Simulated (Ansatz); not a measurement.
## Isomers

Structures of NaBH2O, closed shell, relaxed at PBE0-D4/def2-TZVP (vibrations not checked; lower isomers may exist, and structures with a doubtful reference or unclear bonds are left out). Ansatz 0.2.0; basis: def2-TZVPP; cores frozen in the correlated methods. The outer core shell of Li, Na, Mg and K is correlated. The def2 sets are not built for correlating such inner shells, so the correlated values are less sure here. B3LYP uses VWN-RPA correlation.

Task: Rank them by CCSD(T) energy, lowest first, and give each one's height above the lowest. Links in brackets join atoms within 1.22 times the sum of their covalent radii (1.1 for two metals). (To be estimated.)
A.
NaBH₂O ([BH2][O][Na])
```
5
angstrom
B -0.0440 0.6284 -0.1969
O 0.0431 -0.6168 0.1926
Na 0.1755 -2.5055 0.7850
H -1.1043 1.2486 -0.1575
H 0.9296 1.2453 -0.6232
```
B.
NaBH₂O ([H]1[BH]2[O][Na]12)
```
5
angstrom
O -0.7552 0.2492 -0.0694
B 0.4995 0.0104 0.1423
Na -0.5729 2.1924 0.6599
H 1.2385 0.9371 0.6443
H 1.1091 -1.0184 -0.0769
```
C.
a complex of NaBO + H₂
```
5
angstrom
O -0.3188 0.0179 -0.0140
B -0.0067 1.0796 0.4854
Na 0.6135 3.1882 1.4773
H -1.1530 -2.8059 -1.3317
H -0.9586 -2.1498 -1.0260
```
D.
NaBH₂O ([BH][O][NaH])
```
5
angstrom
O 0.3105 0.5113 0.3782
B 0.5242 -0.5765 -0.0839
Na -0.1024 2.6150 1.2720
H -0.4435 4.3531 2.0106
H 0.7327 -1.6379 -0.5348
```

Result: By the calculation: B (0.000 eV), A (0.090 eV), C (1.248 eV), D (1.521 eV). Heights count from the lowest.

Task: Do PBE-D4, r2SCAN-D4, PBE0-D4, B3LYP-D4, wB97M-V, HF, MP2 give the same order? (A judgement: the text doesn't fix the answer.)

Result: Computed: Lowest first: HF A < B < D < C. The others agree with CCSD(T).

No T1 diagnostic of these runs exceeds 0.016.

For scale, one of the runs: CCSD(T)/def2-TZVPP, 122 basis functions, launched by `ansatz run in.yaml --threads 2 --pin off --events-out ev --progress --plain --max-ram 4352MiB`. The run took 11 s on 2 CPU threads of an Arm Neoverse V1 (shared host), with 0.61 GiB of host memory at its peak.
